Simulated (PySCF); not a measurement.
Gas-phase reaction: SiH2(NH2)2 ⇌ SiN + 3 H2 + N

Method: PySCF energies (xtb for GFN2) plus ideal-gas RRHO corrections (1 bar). † marks an energy on the PBE0/def2-TZVP geometry and frequencies; other levels use their own. Open shells (unrestricted): SiN (multiplicity 2), N (multiplicity 4); the rest are closed-shell singlets. GFN2 has no spin-polarisation term. B3LYP is the form with VWN-RPA correlation. SiH2(NH2)2: computed as isolated molecules; such fragments, hydroxides, amides, oligomers or adducts are transient or little studied in the gas.

```json
[
 {"level": "B3LYP/def2-TZVP†", "ΔH°(298 K), kJ": "1080"},
 {"level": "BLYP/def2-TZVP†", "ΔH°(298 K), kJ": "1030"},
 {"level": "GFN2-xTB", "ΔH°(298 K), kJ": "?"},
 {"level": "PBE/def2-TZVP†", "ΔH°(298 K), kJ": "?"},
 {"level": "PBE0/def2-QZVP†", "ΔH°(298 K), kJ": "1149"},
 {"level": "PBE0/def2-SVP†", "ΔH°(298 K), kJ": "1148"},
 {"level": "PBE0/def2-TZVP", "ΔH°(298 K), kJ": "1139"},
 {"level": "LDA/def2-TZVP†", "ΔH°(298 K), kJ": "?"},
 {"level": "ωB97X-V/def2-TZVP†", "ΔH°(298 K), kJ": "?"}
]
```

**Question.** What belongs in the gaps?

**Answer.** 
- GFN2-xTB, ΔH°(298 K), kJ: 1425
- PBE/def2-TZVP†, ΔH°(298 K), kJ: 1114
- LDA/def2-TZVP†, ΔH°(298 K), kJ: 1311
- ωB97X-V/def2-TZVP†, ΔH°(298 K), kJ: 1151
